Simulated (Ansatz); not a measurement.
A nudged elastic band was laid between two geometries of H6OSi2 (9 atoms, charge 0, multiplicity 1).

Computed with RKS B3LYP-D4/def2-SVP (Ansatz 0.2.0).

```json
{"movable images": "7", "climbing image": "yes", "spring": "5.0 eV/Å²", "optimiser": "quadratic models (default)", "start path": "through a guess of the saddle point", "force threshold": "0.05 eV/Å", "iteration limit": "60", "end points": "relaxed"}
```

Image 0:

```xyz
9
Properties=species:S:1:pos:R:3
Si 0.402 0.055 -0.181
O 0.309 -0.252 1.445
Si -0.553 -0.499 2.839
H -1.529 -1.613 2.656
H 0.398 -0.851 3.929
H -1.297 0.740 3.214
H 1.829 -0.025 -0.598
H -0.127 1.417 -0.482
H -0.392 -0.953 -0.945
```

Image 8:

```xyz
9
Properties=species:S:1:pos:R:3
Si 0.147 0.138 -0.748
O 0.793 -0.219 1.173
Si -0.312 -0.505 2.463
H -1.039 -1.775 2.225
H 0.521 -0.610 3.695
H -1.207 0.669 2.499
H 1.682 -0.597 1.210
H -0.386 1.499 -0.286
H -1.157 -0.582 -0.354
```

Q: What changes between the two ends?

A: Bonds broken: Si1–H7. Bonds formed: O2–H7.

Q: What energy profile does the band end with?

A: The run converged. The highest image is number 5 of 0 to 8, 3.40 eV above the first end and 0.89 eV above the last; the last end lies 2.51 eV above the first. Neighbouring images differ by up to 2.3 eV, so the band resolves the path poorly. A vibrational analysis at the climbing image gives one clearly imaginary mode, 1504i cm⁻¹: a first-order saddle point. The orbitals stay closed-shell, which can raise the energy where a bond breaks towards radicals; this wasn't checked here.

```
image  path coordinate (Å)  energy (eV)  Si1–H7 (Å)  O2–H7 (Å)
    0                 0.00         0.00        1.49       2.56
    1                 0.70         0.00        1.49       2.57
    2                 1.40         0.01        1.49       2.59
    3                 2.10         0.04        1.49       2.54
    4                 2.80         1.12        1.48       1.97
    5                 3.50         3.40        1.66       1.24
    6                 4.11         2.67        2.26       0.97
    7                 4.72         2.53        2.55       0.97
    8                 5.34         2.51        2.59       0.97
```

Q: What is the geometry of the highest image?

A: 
```xyz
9
Properties=species:S:1:pos:R:3
Si 0.247 0.076 -0.528
O 0.589 -0.019 1.360
Si -0.320 -0.542 2.694
H -0.724 -1.963 2.505
H 0.515 -0.413 3.918
H -1.529 0.323 2.782
H 1.251 -0.688 0.546
H 0.222 1.557 -0.791
H -1.208 -0.311 -0.610
```

The run took 2.7 min on 1 thread of AMD EPYC 9R45 96-Core Processor (Zen 5) (shared host), peak memory 0.17 GiB.
